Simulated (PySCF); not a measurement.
Species: allyl fluoride, C3H5F.
Bonds: C1–C2 (double), C2–C3, C3–F4. Hydrogens: H5, H6 on C1; H7 on C2; H8, H9 on C3.

The same species was optimised twice, with GFN2-xTB and with PBE0-D3(BJ)/def2-SVP (PySCF), and the same property calculations (PySCF, gas phase) were run on both structures.

```json
{"coordinate": "C1–H6 (Å)", "GFN2-xTB": "1.076", "PBE0-D3(BJ)/def2-SVP": "1.092", "change": "+0.016"}
{"coordinate": "C1–H5 (Å)", "GFN2-xTB": "1.077", "PBE0-D3(BJ)/def2-SVP": "1.093", "change": "+0.016"}
{"coordinate": "C2–H7 (Å)", "GFN2-xTB": "1.081", "PBE0-D3(BJ)/def2-SVP": "1.097", "change": "+0.016"}
{"coordinate": "C1=C2 (Å)", "GFN2-xTB": "1.319", "PBE0-D3(BJ)/def2-SVP": "1.331", "change": "+0.012"}
{"coordinate": "C3–H9 (Å)", "GFN2-xTB": "1.098", "PBE0-D3(BJ)/def2-SVP": "1.107", "change": "+0.009"}
{"coordinate": "C3–H8 (Å)", "GFN2-xTB": "1.098", "PBE0-D3(BJ)/def2-SVP": "1.107", "change": "+0.009"}
{"coordinate": "C2–C3 (Å)", "GFN2-xTB": "1.496", "PBE0-D3(BJ)/def2-SVP": "1.491", "change": "-0.005"}
{"coordinate": "C3–F4 (Å)", "GFN2-xTB": "1.371", "PBE0-D3(BJ)/def2-SVP": "1.367", "change": "-0.004"}
{"coordinate": "H8–C3–H9 (°)", "GFN2-xTB": "109.1", "PBE0-D3(BJ)/def2-SVP": "107.0", "change": "-2.1"}
{"coordinate": "F4–C3–H9 (°)", "GFN2-xTB": "106.8", "PBE0-D3(BJ)/def2-SVP": "108.7", "change": "+1.9"}
{"coordinate": "F4–C3–H8 (°)", "GFN2-xTB": "106.8", "PBE0-D3(BJ)/def2-SVP": "108.7", "change": "+1.9"}
{"coordinate": "C3–C2–H7 (°)", "GFN2-xTB": "113.3", "PBE0-D3(BJ)/def2-SVP": "115.0", "change": "+1.7"}
{"coordinate": "C1–C2–H7 (°)", "GFN2-xTB": "121.9", "PBE0-D3(BJ)/def2-SVP": "120.7", "change": "-1.2"}
{"coordinate": "H5–C1–H6 (°)", "GFN2-xTB": "116.8", "PBE0-D3(BJ)/def2-SVP": "118.0", "change": "+1.2"}
{"coordinate": "C2–C1–H5 (°)", "GFN2-xTB": "121.4", "PBE0-D3(BJ)/def2-SVP": "120.6", "change": "-0.8"}
{"coordinate": "C2–C3–H9 (°)", "GFN2-xTB": "110.8", "PBE0-D3(BJ)/def2-SVP": "110.0", "change": "-0.8"}
{"coordinate": "C1–C2–C3–F4 (°)", "GFN2-xTB": "0", "PBE0-D3(BJ)/def2-SVP": "0", "change": "0"}
```

Rotational constants: A = 17720, B = 5969, C = 4596 MHz (GFN2-xTB) against A = 17446, B = 6031, C = 4612 MHz (PBE0-D3(BJ)/def2-SVP). Point groups within 0.08 Å: Cs and Cs. Atoms that the bonding makes alike are paired by their places after alignment.

On the GFN2-xTB structure: HOMO (eV) -7.72 [PBE0/pcSseg-1]; LUMO (eV) 0.28 [PBE0/pcSseg-1]; dipole (D) 1.74 [PBE0/pcSseg-1]; GIAO shielding of C1 (ppm) 67.6 [PBE0/pcSseg-1]; GIAO shielding of C2 (ppm) 45.0 [PBE0/pcSseg-1]; GIAO shielding of C3 (ppm) 100.2 [PBE0/pcSseg-1]; GIAO shielding of F4 (ppm) 432.9 [PBE0/pcSseg-1].

**Question.** What do these properties become on the PBE0-D3(BJ)/def2-SVP structure?

**Answer.** 
```tsv
property	level	on GFN2-xTB	on PBE0-D3(BJ)/def2-SVP	change
HOMO (eV)	PBE0/pcSseg-1	-7.72	-7.64	+0.08
LUMO (eV)	PBE0/pcSseg-1	0.28	0.23	-0.05
dipole (D)	PBE0/pcSseg-1	1.74	1.72	-0.02
energy, GFN2-xTB geometry as zero (kcal/mol)	PBE0/pcSseg-1	0.0	-0.2	-0.2
GIAO shielding of C1 (ppm)	PBE0/pcSseg-1	67.6	64.1	-3.5
GIAO shielding of C2 (ppm)	PBE0/pcSseg-1	45.0	42.1	-2.9
GIAO shielding of C3 (ppm)	PBE0/pcSseg-1	100.2	100.6	+0.4
GIAO shielding of F4 (ppm)	PBE0/pcSseg-1	432.9	432.0	-0.9
```

The heavy atoms differ by 0.009 Å rms after alignment. Among all bonds C1–H5, C1–H6 and C2–H7 change most and about equally (+0.016 Å). Changes are differences of the printed values. Neither structure is proved a minimum here.

Shape of the structure used: `[CH2:1]=[CH:2][CH2:3][F:4]`: C1–C2–C3–F4 0°.
